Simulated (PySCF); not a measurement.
Record of a relaxation.

Species: C₅H₁₀S.
Atom-mapped SMILES: `[CH3:1][CH2:2][C@@H:3]1[CH2:4][C@@H:5]1[SH:6]` (hydrogens: H7, H8, H9 on C1; H10, H11 on C2; H12 on C3; H13, H14 on C4; H15 on C5; H16 on S6)

Computed by this run: PySCF 2.14.0, PBE0-D3(BJ)/def2-SVP geometry optimisation, gas phase; density fitting, grid level 1; the optimiser is geomeTRIC in internal coordinates, started from a GFN2-xTB structure. The frame can shift and turn from step to step; on so coarse a grid that alone can change the energy by a few meV, and forces under 0.02 eV/Å are noise.

Step 0: E = -16165.8340 eV, largest atomic force 0.747 eV/Å
```
atom  x, y, z in Å  |  force x, y, z in eV/Å
C1      1.970    0.832    0.129   -0.659   0.143  -0.097
C2      0.458    0.906   -0.060    0.479  -0.497   0.288
C3     -0.219   -0.322    0.501   -0.046   0.230  -0.508
C4     -0.347   -1.554   -0.343   -0.160   0.274   0.278
C5     -1.569   -0.763    0.012   -0.103   0.386  -0.444
S6     -2.410    0.135   -1.306    0.161  -0.536  -0.200
H7      2.222    0.794    1.187    0.200  -0.030   0.421
H8      2.368   -0.059   -0.351    0.232  -0.367  -0.184
H9      2.450    1.704   -0.309    0.297   0.343  -0.144
H10     0.072    1.797    0.443   -0.183   0.289   0.064
H11     0.226    0.994   -1.123   -0.169   0.097  -0.246
H12    -0.040   -0.469    1.561    0.009  -0.148   0.399
H13    -0.219   -2.528    0.105    0.011  -0.437   0.253
H14    -0.002   -1.493   -1.364    0.185   0.076  -0.503
H15    -2.271   -1.183    0.719   -0.115  -0.255   0.383
H16    -2.696    1.217   -0.581   -0.138   0.432   0.242
```

Step 1: E = -16165.8844 eV, largest atomic force 0.181 eV/Å
```
atom  x, y, z in Å  |  force x, y, z in eV/Å
C1      1.981    0.943    0.197    0.093  -0.016   0.009
C2      0.476    1.022    0.015   -0.117   0.078  -0.047
C3     -0.238   -0.190    0.554    0.019  -0.034   0.105
C4     -0.384   -1.430   -0.274    0.046  -0.054  -0.051
C5     -1.601   -0.620    0.075   -0.060  -0.068   0.103
S6     -2.465    0.206   -1.255   -0.006   0.165   0.075
H7      2.255    0.883    1.264   -0.005  -0.006  -0.034
H8      2.393    0.049   -0.299   -0.007   0.032   0.011
H9      2.485    1.826   -0.227   -0.012  -0.022   0.016
H10     0.083    1.926    0.518    0.021  -0.044  -0.026
H11     0.222    1.136   -1.052    0.011   0.006   0.036
H12    -0.081   -0.358    1.629   -0.016   0.019  -0.070
H13    -0.269   -2.414    0.190   -0.011   0.032  -0.008
H14    -0.034   -1.375   -1.310   -0.016   0.002   0.033
H15    -2.266   -1.053    0.833    0.041   0.043  -0.055
H16    -2.795    1.330   -0.567    0.021  -0.133  -0.098
```

Step 2: E = -16165.8859 eV, largest atomic force 0.057 eV/Å
```
atom  x, y, z in Å  |  force x, y, z in eV/Å
C1      1.979    0.945    0.193    0.011  -0.003   0.002
C2      0.470    1.022    0.018   -0.012   0.005  -0.016
C3     -0.239   -0.193    0.558    0.019  -0.030   0.044
C4     -0.383   -1.434   -0.269    0.017   0.014  -0.040
C5     -1.601   -0.623    0.077   -0.001   0.023   0.021
S6     -2.446    0.216   -1.258   -0.015  -0.020  -0.028
H7      2.258    0.879    1.257   -0.002  -0.005  -0.001
H8      2.391    0.055   -0.309   -0.004   0.004  -0.005
H9      2.480    1.830   -0.227   -0.003   0.003   0.004
H10     0.078    1.923    0.523    0.009  -0.002   0.003
H11     0.214    1.140   -1.047    0.002  -0.003   0.008
H12    -0.084   -0.359    1.632    0.000   0.008  -0.001
H13    -0.270   -2.418    0.194   -0.005   0.007   0.011
H14    -0.031   -1.379   -1.304   -0.004  -0.004  -0.001
H15    -2.270   -1.053    0.829   -0.011   0.012  -0.009
H16    -2.786    1.332   -0.575   -0.001  -0.009   0.006
```

Step 3: E = -16165.8862 eV, largest atomic force 0.058 eV/Å
```
atom  x, y, z in Å  |  force x, y, z in eV/Å
C1      1.982    0.943    0.193   -0.018   0.003  -0.006
C2      0.472    1.025    0.022    0.021  -0.016   0.006
C3     -0.238   -0.191    0.561   -0.005   0.016  -0.040
C4     -0.382   -1.431   -0.268   -0.001   0.009   0.000
C5     -1.600   -0.619    0.077    0.008  -0.002   0.005
S6     -2.450    0.205   -1.265    0.036  -0.037  -0.026
H7      2.263    0.868    1.255   -0.001  -0.004   0.009
H8      2.390    0.056   -0.318    0.001  -0.005  -0.009
H9      2.483    1.830   -0.222    0.002   0.010   0.001
H10     0.084    1.924    0.531    0.003   0.012   0.011
H11     0.214    1.147   -1.042   -0.009  -0.006  -0.011
H12    -0.084   -0.357    1.634   -0.005   0.000   0.019
H13    -0.271   -2.414    0.197   -0.001  -0.009   0.008
H14    -0.031   -1.377   -1.303    0.004   0.002  -0.007
H15    -2.270   -1.047    0.828   -0.018  -0.008   0.012
H16    -2.801    1.321   -0.589   -0.018   0.036   0.027
```

Step 4: E = -16165.8864 eV, largest atomic force 0.030 eV/Å
```
atom  x, y, z in Å  |  force x, y, z in eV/Å
C1      1.981    0.942    0.192   -0.010   0.001  -0.006
C2      0.472    1.026    0.024    0.015  -0.008   0.007
C3     -0.239   -0.190    0.563   -0.009   0.014  -0.025
C4     -0.381   -1.431   -0.266   -0.001   0.000   0.006
C5     -1.600   -0.619    0.076    0.007  -0.004   0.001
S6     -2.444    0.204   -1.270    0.018  -0.011  -0.008
H7      2.265    0.862    1.253    0.001  -0.004   0.004
H8      2.387    0.058   -0.325    0.003  -0.001  -0.004
H9      2.482    1.831   -0.220    0.002   0.004   0.003
H10     0.086    1.924    0.536    0.002   0.007   0.004
H11     0.211    1.150   -1.039   -0.009  -0.003  -0.005
H12    -0.087   -0.355    1.636   -0.005  -0.001   0.010
H13    -0.270   -2.413    0.201    0.002  -0.004   0.003
H14    -0.027   -1.378   -1.300    0.003  -0.001  -0.003
H15    -2.273   -1.046    0.825   -0.006  -0.004   0.005
H16    -2.804    1.317   -0.594   -0.011   0.014   0.008
```

Step 5: E = -16165.8866 eV, largest atomic force 0.021 eV/Å
```
atom  x, y, z in Å  |  force x, y, z in eV/Å
C1      1.981    0.940    0.188   -0.004  -0.003  -0.005
C2      0.471    1.030    0.031    0.011  -0.001   0.008
C3     -0.241   -0.186    0.567   -0.013   0.015   0.002
C4     -0.375   -1.429   -0.259   -0.006  -0.009   0.016
C5     -1.598   -0.618    0.072    0.005  -0.001  -0.013
S6     -2.429    0.198   -1.287   -0.009   0.015   0.012
H7      2.271    0.841    1.247    0.001  -0.001  -0.003
H8      2.382    0.064   -0.345    0.003   0.004   0.002
H9      2.481    1.835   -0.211    0.000  -0.002   0.004
H10     0.092    1.927    0.552    0.001  -0.002  -0.005
H11     0.204    1.160   -1.030   -0.006   0.003   0.003
H12    -0.096   -0.349    1.642   -0.006  -0.002  -0.005
H13    -0.267   -2.409    0.213    0.005   0.002  -0.007
H14    -0.014   -1.379   -1.291    0.001  -0.003   0.002
H15    -2.279   -1.044    0.816    0.011   0.001  -0.001
H16    -2.822    1.303   -0.612    0.005  -0.016  -0.009
```

Problem. Summarise the path.

Solution. The energy falls by 0.0526 eV from step 0 to step 5; nine tenths of that is first reached at step 1. It falls at every step. The largest force goes from 0.747 to 0.021 eV/Å. Among the bonds S6–H16 changes most, from 1.333 to 1.353 Å; the atoms move by 0.061 Å rms after alignment.

Problem. Follow the three bonds and two angles with the largest change from start to end.

Solution. 
| step | E above end (eV) | largest force (eV/Å) | S6–H16 (Å) | C4–H14 (Å) | C1–H8 (Å) | C3–C5–H15 (°) | S6–C5–H15 (°) |
| --- | --- | --- | --- | --- | --- | --- | --- |
| 0 | 0.0526 | 0.747 | 1.333 | 1.080 | 1.088 | 119.0 | 111.6 |
| 1 | 0.0022 | 0.181 | 1.359 | 1.096 | 1.103 | 116.2 | 113.8 |
| 2 | 0.0007 | 0.057 | 1.352 | 1.095 | 1.102 | 116.4 | 114.1 |
| 3 | 0.0004 | 0.058 | 1.351 | 1.094 | 1.101 | 116.4 | 113.8 |
| 4 | 0.0002 | 0.030 | 1.352 | 1.095 | 1.101 | 116.5 | 113.8 |
| 5 | 0.0000 | 0.021 | 1.353 | 1.095 | 1.102 | 116.7 | 113.8 |

The cost below is that of the whole optimisation. The run took 29 s on one thread, Intel Xeon Platinum 8488C (x86_64), on a shared host, and the process peaked at 0.66 GiB of memory.
